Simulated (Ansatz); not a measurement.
The input, for Ansatz 0.2.0:

```yaml
crystal:
  periodic: [false, false, false]
  atoms:
    - {symbol: Ge, position_ang: [0.000000, 0.000000, 0.000000]}
    - {symbol: B, position_ang: [0.000000, 0.000000, 1.977400]}
basis:
  gaussian: {orbitals: "6-31G*"}
magnetization: {spin_polarized: true, initial_magnetization: 1}
correlation: {method: ccsd_t, electrons: all}
```

```sh
$ ansatz run in.yaml --threads 1 --pin off --events-out ev --progress --plain --max-ram 2393MiB
```

Problem. Roughly how long does this take on 1 thread of Arm Neoverse N1, shared host, and how much host memory?

Solution. 2.4 min wall and 0.26 GiB.

```
449 factors; integrals over basis functions are off by at most 7.7e-4 eV
mean field evaluation 1: about -57131.0678 eV, gradient 6.6e0 eV
mean field evaluation 2: about -57131.0737 eV, gradient 6.6e0 eV
mean field evaluation 4: about -57131.6481 eV, gradient 1.3e0 eV
mean field evaluation 8: about -57131.7087 eV, gradient 2.7e-1 eV
mean field evaluation 16: about -57132.4492 eV, gradient 2.4e-1 eV
mean field evaluation 32: about -57133.4228 eV, gradient 2.6e-6 eV
mean field evaluation 64: about -57131.7063 eV, gradient 1.1e-1 eV
mean field evaluation 96: about -57132.2595 eV, gradient 8.2e0 eV
mean field evaluation 128: about -57131.5622 eV, gradient 6.3e0 eV
mean field evaluation 160: about -57133.4689 eV, gradient 1.4e0 eV
...
mean field evaluation 800: about -57133.3926 eV, gradient 2.8e-1 eV
mean field evaluation 832: about -57132.4389 eV, gradient 8.3e-2 eV
mean field evaluation 864: about -57132.4404 eV, gradient 3.1e-1 eV
mean field evaluation 896: about -57132.4435 eV, gradient 1.0e-1 eV
mean field evaluation 928: about -57132.4377 eV, gradient 1.8e-1 eV
mean field evaluation 960: about -57132.4390 eV, gradient 7.4e-2 eV
mean field evaluation 992: about -57132.4383 eV, gradient 9.3e-2 eV
mean field evaluation 1024: about -57128.4304 eV, gradient 9.3e0 eV
mean field evaluation 1056: about -57132.0221 eV, gradient 4.1e-4 eV
mean field -57133.51415786 eV, -2099.6179188146 hartree, gradient 1.2e-6 eV, S^2 1.799456; 23 other end points of the search recorded, 0 dependent functions left out
determinant -57133.51415786 eV, -2099.6179188146 hartree, with singles and doubles -57142.79062633 eV, -2099.9588227430 hartree
determinant -57133.42279660 eV, -2099.6145613502 hartree, with singles and doubles -57142.77871298 eV, -2099.9583849355 hartree
determinant -57132.54410521 eV, -2099.5822700373 hartree, with singles and doubles -57142.03985642 eV, -2099.9312324577 hartree
determinant -57132.02209001 eV, -2099.5630863325 hartree, with singles and doubles -57141.61762464 eV, -2099.9157157260 hartree
determinant -57131.76364148 eV, -2099.5535885242 hartree, with singles and doubles -57142.21765001 eV, -2099.9377662515 hartree
determinant -57131.70276206 eV, -2099.5513512468 hartree, with singles and doubles -57142.25701929 eV, -2099.9392130461 hartree
determinant -57130.64288520 eV, -2099.5124014905 hartree, with singles and doubles -57139.65694864 eV, -2099.8436622119 hartree
determinant -57133.51415786 eV, -2099.6179188146 hartree, with singles and doubles -57142.81066894 eV, -2099.9595592954 hartree
determinant -57133.42279660 eV, -2099.6145613502 hartree, with singles and doubles -57142.78877828 eV, -2099.9587548284 hartree
determinant -57131.70276206 eV, -2099.5513512468 hartree, with singles and doubles -57142.25761534 eV, -2099.9392349504 hartree
reference -57133.51415786 eV, -2099.6179188146 hartree; 19, 18 occupied and 31, 32 virtual orbitals, 449 factors
second order -9.14602144 eV of doubles, -0.00000000 eV of singles
cycle   1  -9.29650730 eV  change    3.8e-6 eV  update   2.8e-6
perturbative correction -0.35074203 eV, -0.0128895320 hartree
WARN: the results are in doubt because among natural orbitals the method converges to other amplitudes
Total energy: -57143.16140720 eV, -2099.9724486885 hartree
In doubt: among natural orbitals the method converges to other amplitudes
```
